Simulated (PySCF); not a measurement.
Cyclopropylacetylene, C5H6.
SMILES with atom numbers: `[CH:1]#[C:2][CH:3]1[CH2:4][CH2:5]1` (hydrogens: H6 on C1; H7 on C3; H8, H9 on C4; H10, H11 on C5)

The calculation used PBE0-D3(BJ)/def2-TZVP geometry optimisation, gas phase in PySCF.

**Question.** Give the optimised bond lengths and angles.

**Answer.** 
```
         bond  length (Å)
        C1≡C2       1.202
        C2–C3       1.430
 C3–C4, C3–C5       1.509
        C4–C5       1.489
        C1–H6       1.064
        C3–H7       1.084
C4–H8, C5–H11       1.082
C4–H9, C5–H10       1.082
```

Bonds in one row agree within 0.01 Å and their mean is given. A selection of angles:
```
   angle  degrees
C2–C1–H6    179.8
C1–C2–C3    179.8
C2–C3–C4    119.7
C2–C3–H7    114.7
C4–C3–C5     59.1
C4–C3–H7    116.2
C3–C4–C5     60.4
C3–C4–H8    117.0
C3–C4–H9    116.7
C5–C4–H8    118.6
C5–C4–H9    118.0
H8–C4–H9    115.1
```

Torsions: C2–C3–C4–C5 109° (anticlinal); C2–C3–C5–C4 -109° (anticlinal).

The C–C distances run from 1.202 Å (C1≡C2, drawn triple) to 1.509 Å (C3–C4, drawn single), a spread of 0.307 Å. The 3-membered ring C3–C4–C5 has internal angles of 59.1° to 60.4°.

Point group: Cs (every atom within 0.08 Å of its image). Not checked by PBE0-D3(BJ)/def2-TZVP frequencies.

Hardware: one thread of an Arm Neoverse N1 (shared host). Cost: 2.2 min wall, 0.86 GiB resident at most. This is the geometry optimisation.
